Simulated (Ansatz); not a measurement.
in.yaml

```yaml
crystal:
  periodic: [false, false, false]
  atoms:
    - {symbol: As, position_ang: [0.000000, 0.033685, 1.342836]}
    - {symbol: Se, position_ang: [0.000000, -0.036157, -1.313151]}
    - {symbol: H, position_ang: [0.000000, 0.365459, 2.863701]}
    - {symbol: H, position_ang: [0.000000, -1.468395, 1.523770]}
    - {symbol: H, position_ang: [0.000000, 1.431545, -1.332750]}
basis:
  gaussian: {orbitals: cc-pVDZ}
magnetization: {spin_polarized: false}
correlation: {method: ccsd, electrons: outside_noble_gas}
multiplicity: 3
output: {forces: true}
```

```sh
$ ansatz run in.yaml --threads 1 --pin off --events-out ev --progress --plain --max-ram 2393MiB
```

Question: One thing in this input was set wrong on purpose, beside settings that are merely unusual. What is the gravest fault, and what does the program do?

Answer: Unknown input key. How the run ends: refused.
```
Error: YAML parse error: error: line 13 column 1: unknown field `multiplicity`, expected one of crystal, accuracy, basis, kpoints, hamiltonian, magnetization, projection, total_charge, correlation, batch, efield, external_charges, scf, relax, neb, saddle, md, ramp, phonons, dielectric, real_time, elastic, magnetic_configurations, gw, evaluate, workflow, output, checkpoint, execution
  --> <input>:13:1
   |
11 | magnetization: {spin_polarized: false}
12 | correlation: {method: ccsd, electrons: outside_noble_gas}
13 | multiplicity: 3
   | ^ unknown field `multiplicity`, expected one of crystal, accuracy, basis, kpoints, hamiltonian, magnetization, projection, total_charge, correlation, batch, efield, external_charges, scf, relax, neb, saddle, md, ramp, phonons, dielectric, real_time, elastic, magnetic_configurations, gw, evaluate, workflow, output, checkpoint, execution
14 | output: {forces: true}
   |
```
